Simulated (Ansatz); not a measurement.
**O3: relaxing the atoms, harmonic vibrations and batch in weak fields**

Aim: for O3, 3 runs in a chain (relaxing the atoms, harmonic vibrations and batch in weak fields).

Computed with Ansatz 0.2.0 (CCSDT on Hartree-Fock, Gaussian basis cc-pVDZ, unless a step's input says otherwise).

### 1 The system as given

Bond lengths: O1–O2 1.266 Å, O1–O3 1.266 Å. Angles: O2–O1–O3 117.1°.

As a file:

```xyz
3

O     0.0000    0.0000    0.0000
O     1.0800    0.0000    0.6600
O    -1.0800    0.0000    0.6600
```

### 2 Relaxing the atoms: O3

The input, input.yaml:

```yaml
relax:
  f_tol: 0.001
  max_steps: 200
crystal:
  periodic: [false, false, false]
  atoms:
    - { symbol: O, position_ang: [0.0, 0.0, 0.0] }
    - { symbol: O, position_ang: [1.08, 0.0, 0.66] }
    - { symbol: O, position_ang: [-1.08, 0.0, 0.66] }
basis:
  gaussian: { orbitals: cc-pVDZ }
hamiltonian:
  xc: hf
correlation:
  method: ccsdt
```

Started as:

```
> ansatz run input.yaml --threads 4 --pin off --max-ram 10240MiB --backend cpu --events-out ev --progress --plain --runs-dir out
```

Standard output (excerpt; [...] marks lines left out):

```text
Warning: RAYON_NUM_THREADS=4 ignored (pool sized by the plan → 4); use --threads N
[...]
Functional definition: HF
[...]
745 factors; integrals over basis functions are off by at most 4.7e-8 eV
[...]
mean field -6102.63819011 eV, -224.2678169700 hartree, gradient 2.4e-6 eV, S^2 0.000000; 0 other end points of the search recorded, 0 dependent functions left out; unrestricted orbitals would lower it
[...]
unrestricted determinant -6104.96598490 eV, -224.3533618506 hartree, S^2 0.9254
3 core orbitals not correlated: weight in the atoms' cores, before any rotation towards them, 1.000 or more for the frozen orbitals, at most 0.000 for the correlated occupied ones
reference -6102.63819011 eV, -224.2678169700 hartree; 9, 9 occupied and 30, 30 virtual orbitals, 745 factors
second order -17.18372436 eV of doubles, -0.00000000 eV of singles
cycle   1  -15.61290716 eV  change     1.0e0 eV  update   1.6e-1
[...]
WARN: these amplitudes may be one of several solutions (largest doubles amplitude 0.30, level shift 1.28 eV)
[...]
relax step   1: F+E_penalty+E_count = -6120.09194729 eV  Δ(F+E_penalty+E_count) = +0.000e0 eV  max|allowed force component| = 9.608e-1 eV/Å  Δτ_max = 0.0000 Å  (78 SCF iters, accepted)
[...]
relax step   3: F+E_penalty+E_count = -6120.10697772 eV  Δ(F+E_penalty+E_count) = -3.463e-3 eV  max|allowed force component| = 2.254e-2 eV/Å  Δτ_max = 0.0055 Å  (39 SCF iters, accepted)
[...]
relax step   4: F+E_penalty+E_count = -6120.10698606 eV  Δ(F+E_penalty+E_count) = -8.341e-6 eV  max|allowed force component| = 3.751e-4 eV/Å  Δτ_max = 0.0003 Å  (34 SCF iters, accepted)
745 factors; integrals over basis functions are off by at most 5.2e-8 eV
[...]
mean field -6102.45804429 eV, -224.2611967329 hartree, gradient 1.6e-6 eV, S^2 0.000000; 1 other end points of the search recorded, 0 dependent functions left out; unrestricted orbitals would lower it
unrestricted determinant -6104.99359534 eV, -224.3543765156 hartree, S^2 0.9411
3 core orbitals not correlated: weight in the atoms' cores, before any rotation towards them, 1.000 or more for the frozen orbitals, at most 0.000 for the correlated occupied ones
reference -6102.45804429 eV, -224.2611967329 hartree; 9, 9 occupied and 30, 30 virtual orbitals, 745 factors
second order -17.39006806 eV of doubles, -0.00000000 eV of singles
[...]
cycle  21  -17.64894217 eV  change    2.1e-6 eV  update   1.2e-6
[...]
Total energy: -6120.10698646 eV, -224.9097833949 hartree
Atom 0 at    -0.000000    -0.000000    -0.010306 Å, force    -0.000000     0.000000    -0.000321 eV/Å
Atom 1 at     1.091279    -0.000000     0.665153 Å, force     0.000375     0.000000     0.000161 eV/Å
Atom 2 at    -1.091279     0.000000     0.665153 Å, force    -0.000374     0.000000     0.000160 eV/Å
Dipole moment:     0.000000     0.000000    -0.101504 e Å
```

Wall time 3.3 min (4 threads of Intel Xeon Platinum 8259CL at 2.50GHz (Skylake/Cascade Lake), shared host); peak memory 0.6 GiB.

The steps of the relaxation:

| step | energy from step 1 (eV) | largest force component (eV/Å) |
| --- | --- | --- |
| 1 | 0.0000 | 0.9608 |
| 2 | -0.0116 | 0.4628 |
| 3 | -0.0150 | 0.0225 |
| 4 | -0.0150 | 0.0004 |

Step 1 is the start.

Before: Bond lengths: O1–O2 1.266 Å, O1–O3 1.266 Å. Angles: O2–O1–O3 117.1°.

After: Bond lengths: O1–O2 1.283 Å, O1–O3 1.283 Å. Angles: O2–O1–O3 116.5°.

### 3 Harmonic vibrations

It takes the final geometry of step 2.

The input, input.yaml:

```yaml
crystal:
  periodic: [false, false, false]
  atoms:
    - { symbol: O, position_ang: [-1.0e-08, 0.0, -0.01030644] }
    - { symbol: O, position_ang: [1.09127895, 0.0, 0.66515322] }
    - { symbol: O, position_ang: [-1.09127894, 0.0, 0.66515321] }
basis:
  gaussian: { orbitals: cc-pVDZ }
hamiltonian:
  xc: hf
correlation:
  method: ccsdt
phonons: {}
```

Started as:

```
> ansatz run input.yaml --threads 4 --pin off --max-ram 10240MiB --backend cpu --events-out ev --progress --plain --runs-dir out
```

Standard output (excerpt; [...] marks lines left out):

```text
Warning: RAYON_NUM_THREADS=4 ignored (pool sized by the plan → 4); use --threads N
[...]
Functional definition: HF
[...]
747 factors; integrals over basis functions are off by at most 3.9e-8 eV
[...]
mean field -6102.45804429 eV, -224.2611967332 hartree, gradient 8.1e-7 eV, S^2 0.000000; 0 other end points of the search recorded, 0 dependent functions left out; unrestricted orbitals would lower it
unrestricted determinant -6104.99359534 eV, -224.3543765154 hartree, S^2 0.9411
3 core orbitals not correlated: weight in the atoms' cores, before any rotation towards them, 1.000 or more for the frozen orbitals, at most 0.000 for the correlated occupied ones
reference -6102.45804429 eV, -224.2611967332 hartree; 9, 9 occupied and 30, 30 virtual orbitals, 747 factors
second order -17.39006794 eV of doubles, -0.00000000 eV of singles
cycle   1  -15.73556629 eV  change    9.7e-1 eV  update   1.6e-1
[...]
WARN: these amplitudes may be one of several solutions (largest doubles amplitude 0.31, level shift 1.61 eV)
[...]
747 factors; integrals over basis functions are off by at most 3.9e-8 eV
mean field -6102.46323324 eV, -224.2613874234 hartree, gradient 2.0e-6 eV, S^2 0.000000; 0 other end points of the search recorded, 0 dependent functions left out; unrestricted orbitals would lower it
3 core orbitals not correlated: weight in the atoms' cores, before any rotation towards them, 1.000 or more for the frozen orbitals, at most 0.000 for the correlated occupied ones
reference -6102.46323324 eV, -224.2613874234 hartree; 9, 9 occupied and 30, 30 virtual orbitals, 747 factors
second order -17.38464691 eV of doubles, -0.00000000 eV of singles
[...]
cycle  21  -17.64373075 eV  change    3.5e-7 eV  update   1.5e-6
[...]
Total energy: -6120.10698603 eV, -224.9097833791 hartree
Atom 0 at    -0.000000     0.000000    -0.010306 Å, force    -0.000000     0.000000    -0.000320 eV/Å
Atom 1 at     1.091279     0.000000     0.665153 Å, force     0.000374    -0.000000     0.000160 eV/Å
Atom 2 at    -1.091279     0.000000     0.665153 Å, force    -0.000374    -0.000000     0.000160 eV/Å
Dipole moment:     0.000000     0.000000    -0.101504 e Å
Vibrations: 705.43 1064.88 1126.46 cm⁻¹, zero-point energy 0.179577 eV
```

It took 5.1 min on 4 threads of Intel Xeon Platinum 8259CL at 2.50GHz (Skylake/Cascade Lake), shared host; peak memory 0.6 GiB.

Harmonic frequencies from the force constants, with rigid motions projected out (i: imaginary):

| mode | cm⁻¹ |
| --- | --- |
| 1 | 706 |
| 2 | 1065 |
| 3 | 1127 |

### 4 Batch in weak fields

It takes final geometries of earlier steps.

The input, input.yaml:

```yaml
hamiltonian:
  xc: hf
correlation:
  method: ccsdt
batch:
  members: [f0p.yaml, f0m.yaml, f1p.yaml, f1m.yaml, f2p.yaml, f2m.yaml]
output:
  forces: true
scf:
  lower_state_search: "off"
# f0m.yaml, one of 6 members:
crystal:
  periodic: [false, false, false]
  atoms:
    - { symbol: O, position_ang: [-1.0e-08, 0.0, -0.01030644] }
    - { symbol: O, position_ang: [1.09127895, 0.0, 0.66515322] }
    - { symbol: O, position_ang: [-1.09127894, 0.0, 0.66515321] }
basis:
  gaussian:
    orbitals: cc-pVDZ
    point_charges:
      - { charge: 2.500062, position_ang: [60.0, 0.0, 0.44] }
      - { charge: -2.500062, position_ang: [-60.0, 0.0, 0.44] }
```

Standard output (excerpt; [...] marks lines left out):

```text
Warning: RAYON_NUM_THREADS=4 ignored (pool sized by the plan → 4); use --threads N
[...]
Functional definition: HF
[...]
Member 0: Total energy: -6120.10703648 eV, -224.9097852331 hartree
Member 0: Atom 0 at    -0.000000     0.000000    -0.010306 Å, force     0.016939     0.000000    -0.000326 eV/Å
Member 0: Atom 1 at     1.091279     0.000000     0.665153 Å, force    -0.008063     0.000000    -0.004152 eV/Å
Member 0: Atom 2 at    -1.091279     0.000000     0.665153 Å, force    -0.008882    -0.000000     0.004478 eV/Å
Member 0: Dipole moment:     0.005090    -0.000000    -0.101504 e Å
Member 0: Checks for a lower state left out: starts, cluster_reference, orbital_swaps, neighbouring_geometries, increment
WARN: Member 0: these amplitudes may be one of several solutions (largest doubles amplitude 0.31, level shift 1.61 eV)
Member 3: Total energy: -6120.10699597 eV, -224.9097837443 hartree
Member 3: Atom 0 at    -0.000000     0.000000    -0.010306 Å, force     0.000000    -0.003007    -0.000320 eV/Å
Member 3: Atom 1 at     1.091279     0.000000     0.665153 Å, force     0.000374     0.001500     0.000160 eV/Å
Member 3: Atom 2 at    -1.091279     0.000000     0.665153 Å, force    -0.000374     0.001500     0.000160 eV/Å
[...]
WARN: Member 3: these amplitudes may be one of several solutions (largest doubles amplitude 0.31, level shift 1.61 eV)
WARN: Member 2: these amplitudes may be one of several solutions (largest doubles amplitude 0.31, level shift 1.61 eV)
WARN: Member 1: these amplitudes may be one of several solutions (largest doubles amplitude 0.31, level shift 1.61 eV)
[...]
Member 4: Total energy: -6120.10496959 eV, -224.9097092763 hartree
Member 4: Atom 0 at    -0.000000     0.000000    -0.010306 Å, force     0.000001     0.000000     0.001548 eV/Å
Member 4: Atom 1 at     1.091279     0.000000     0.665153 Å, force     0.004890    -0.000000    -0.000775 eV/Å
Member 4: Atom 2 at    -1.091279     0.000000     0.665153 Å, force    -0.004892     0.000000    -0.000774 eV/Å
Member 4: Dipole moment:    -0.000000    -0.000000    -0.099976 e Å
Member 4: Checks for a lower state left out: starts, cluster_reference, orbital_swaps, neighbouring_geometries, increment
WARN: Member 4: these amplitudes may be one of several solutions (largest doubles amplitude 0.31, level shift 1.62 eV)
Member 5: Total energy: -6120.10903170 eV, -224.9098585563 hartree
Member 5: Atom 0 at    -0.000000     0.000000    -0.010306 Å, force     0.000001    -0.000000    -0.002236 eV/Å
Member 5: Atom 1 at     1.091279     0.000000     0.665153 Å, force    -0.004138    -0.000000     0.001118 eV/Å
Member 5: Atom 2 at    -1.091279     0.000000     0.665153 Å, force     0.004137     0.000000     0.001119 eV/Å
Member 5: Dipole moment:    -0.000000     0.000000    -0.103032 e Å
Member 5: Checks for a lower state left out: starts, cluster_reference, orbital_swaps, neighbouring_geometries, increment
WARN: Member 5: these amplitudes may be one of several solutions (largest doubles amplitude 0.31, level shift 1.60 eV)
```

Run time: 3.2 min. Hardware: 4 threads of Intel Xeon Platinum 8259CL at 2.50GHz (Skylake/Cascade Lake), shared host; peak memory 1.9 GiB.

### 5 Summary of results

```
step  energy above the lowest (eV)  charge  2S+1 typed  ⟨S²⟩  dipole (D)     time
   2                         0.000       0           1  0.00        0.49  3.3 min
   3                         0.000       0           1  0.00        0.49  5.1 min
```

| quantity | value |
| --- | --- |
| harmonic frequencies (step 3) | 706 to 1127 cm⁻¹ |
| zero-point energy (step 3) | 0.180 eV |
| mean polarisability (step 4) | 1.83 Å³ |

In step 3 all modes are real: a minimum.
